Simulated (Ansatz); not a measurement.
# C2H4FN: the cost of one run

Method: RKS B3LYP/def2-SVP, in Ansatz 0.2.0.

## Step 1: Starting point

Bond lengths: C1–C2 1.427 Å, C2–N3 1.292 Å, C2–F4 1.415 Å, C1–H5 1.132 Å, C1–H6 1.132 Å, C1–H7 1.118 Å, N3–H8 0.954 Å. Angles: C1–C2–N3 122.9°, C1–C2–F4 117.7°, N3–C2–F4 119.4°, C2–C1–H5 112.0°, C2–C1–H6 112.6°, C2–C1–H7 112.5°, H5–C1–H6 105.8°, H5–C1–H7 107.4°, H6–C1–H7 106.0°, C2–N3–H8 110.6°.

As a file:

```xyz
8

C    -0.2189    0.6713   -0.2883
C     0.5699   -0.4305    0.1596
N     0.0538   -1.5236    0.6162
F     1.9777   -0.3058    0.0820
H    -0.9150    0.3800   -1.1327
H    -0.8821    1.0909    0.5280
H     0.4046    1.5267   -0.6481
H    -0.8979   -1.4660    0.6276
```

## Step 2: Relaxing end A

input.yaml

```yaml
crystal:
  periodic: [false, false, false]
  atoms:
    - { symbol: C, position_ang: [-0.2189, 0.6713, -0.2883] }
    - { symbol: C, position_ang: [0.5699, -0.4305, 0.1596] }
    - { symbol: "N", position_ang: [0.0538, -1.5236, 0.6162] }
    - { symbol: F, position_ang: [1.9777, -0.3058, 0.082] }
    - { symbol: H, position_ang: [-0.915, 0.38, -1.1327] }
    - { symbol: H, position_ang: [-0.8821, 1.0909, 0.528] }
    - { symbol: H, position_ang: [0.4046, 1.5267, -0.6481] }
    - { symbol: H, position_ang: [-0.8979, -1.466, 0.6276] }
basis:
  gaussian: { orbitals: def2-SVP }
hamiltonian:
  xc: b3lyp
relax:
  f_tol: 0.015
  max_steps: 40
```

The run is started by

```sh
> ansatz run input.yaml --threads 1 --pin off --max-ram 2048MiB --backend cpu --events-out ev --progress --plain --runs-dir out
```

**Question.** How long does this run take on 1 thread of Arm Neoverse V1, shared host, and how much memory does it need?

About 61 s, with a peak of 0.14 GiB.
